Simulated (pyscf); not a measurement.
`[CH3][NH2]` + `[CH3]` [doublet] → `[CH3][CH2][NH2]` + `[H]` [doublet], a substitution at C (doublet surface; C–H broken, C–C formed). Optimised with ωB97X-D3(BJ)/def2-SVP in PySCF. MP2 and CC: frozen core, UHF for open shells. ΔMP2 is the change of the MP2 total energy from the triple- to the quadruple-zeta basis. Energies in kcal/mol from the separated reactants.

Small-basis levels: PySCF, no dispersion term, spherical d functions. AM1 to PM7: differences of heats of formation from MOPAC, which are fitted to 298 K values and so differ in kind from electronic energies by zero-point and thermal terms. Open shells are spin-unrestricted. 

```json
[
 {"level": "HF/STO-3G", "barrier": "88.1", "reaction energy": "+17.1"},
 {"level": "MP2/6-31G*", "barrier": "58.5", "reaction energy": "+0.9"},
 {"level": "PBE/6-31G*", "barrier": "42.5", "reaction energy": "+6.6"},
 {"level": "B3LYP/3-21G", "barrier": "49.5", "reaction energy": "+11.9"},
 {"level": "B3LYP/6-31G*", "barrier": "51.8", "reaction energy": "+12.7"},
 {"level": "PBE/def2-SVP", "barrier": "41.0", "reaction energy": "+5.6"},
 {"level": "AM1", "barrier": "52.4", "reaction energy": "+14.5"},
 {"level": "CCSD(T)/def2-TZVPP + ΔMP2(QZVPP)", "barrier": "52.4", "reaction energy": "+11.5"}
]
```

Against the last row the barrier runs from -11.4 (PBE/def2-SVP) to +35.7 kcal/mol (HF/STO-3G). CCSD(T)/def2-TZVPP + ΔMP2(QZVPP) has limits of its own. The same reactants have a lower exit, to H₃C–NH• + CH₄ (barrier +11.9 kcal/mol at ωB97M-D3(BJ)/def2-TZVP, against +51.8 kcal/mol here). One saddle was located; it need not be the lowest between these sides. The angle at the attacked C is 168°. The CCSD(T) − MP2 part came from Ansatz, without density fitting, on the same reference.
